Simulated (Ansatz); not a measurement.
CH₅B⁻, that is BH2Me with one electron more. The state is a doublet with charge -1. Geometry r2SCAN-D4/def2-TZVP, that of the neutral singlet; atoms count from 1.

```
atom    x (Å)    y (Å)    z (Å)
  B1   0.3823  -0.3425   0.7143
  H2   0.8515   0.3706   1.5549
  H3   0.3277  -1.5185   0.9359
  C4  -0.2180   0.2509  -0.5826
  H5  -1.2644   0.4647  -0.2970
  H6  -0.2788  -0.4347  -1.4296
  H7   0.1997   1.2095  -0.8958
```

The highest occupied level of the charge -1 doublet lies above zero (up to 2.56 eV). By energy differences it is unbound by 0.65 eV (vertical, to the charge 0 singlet, at PBE0-D4/def2-TZVPD) and held by the finite basis.

**Question.** Estimate the Mulliken populations from the PBE0/def2-TZVPD orbitals of Ansatz.

**Answer.** 
```csv
atom,charge (e),spin (α − β)
B1,-1.01,1.24
H2,-0.02,-0.07
H3,-0.02,-0.08
C4,-0.31,-0.25
H5,0.11,0.11
H6,0.13,0.03
H7,0.13,0.03
```
Mulliken values and Mayer orders depend strongly on the basis. With diffuse functions, as here, like atoms can get unlike values, and bond orders can come out too low or too high.

**Question.** Where does the spin sit?

**Answer.** Summed by element: B 1.24, H 0.01, C -0.25, of 1 unpaired in all. Largest on single atoms: B1 1.24, C4 -0.25, H5 0.11.

**Question.** And the Mayer bond orders between bonded heavy atoms (over 0.3)?

**Answer.** B1–C4 0.73 (1.55 Å).
